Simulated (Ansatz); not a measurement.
# C4: the cost of one run

Computed with Ansatz 0.2.0 (unrestricted Hartree-Fock, Gaussian basis cc-pVTZ, and further levels as typed in the inputs, unless a step's input says otherwise).

## Step 1: Starting point

Bond lengths: C1–C2 1.300 Å, C2–C3 1.285 Å, C3–C4 1.300 Å. Angles: C1–C2–C3 180.0°, C2–C3–C4 180.0°.

Structure file:

```xyz
4

C     0.0000    0.0000   -1.9425
C     0.0000    0.0000   -0.6425
C     0.0000    0.0000    0.6425
C     0.0000    0.0000    1.9425
```

## Step 2: Relaxing the atoms: C4

Input file input.yaml:

```yaml
relax:
  f_tol: 0.001
  max_steps: 200
crystal:
  periodic: [false, false, false]
  atoms:
    - { symbol: C, position_ang: [0.0, 0.0, -1.9425] }
    - { symbol: C, position_ang: [0.0, 0.0, -0.6425] }
    - { symbol: C, position_ang: [0.0, 0.0, 0.6425] }
    - { symbol: C, position_ang: [0.0, 0.0, 1.9425] }
magnetization:
  spin_polarized: true
  initial_magnetization: 2
basis:
  gaussian: { orbitals: cc-pVTZ }
hamiltonian:
  xc: hf
output:
  orbitals: {}
```

Run with:

```bash
ansatz run input.yaml --threads 4 --pin off --max-ram 6144MiB --backend cpu --events-out ev --progress --plain --runs-dir out
```

**Question.** How long does this run take on 4 threads of Arm Neoverse V2, shared host, and how much memory does it need?

About 5.3 s, with a peak of 0.24 GiB.
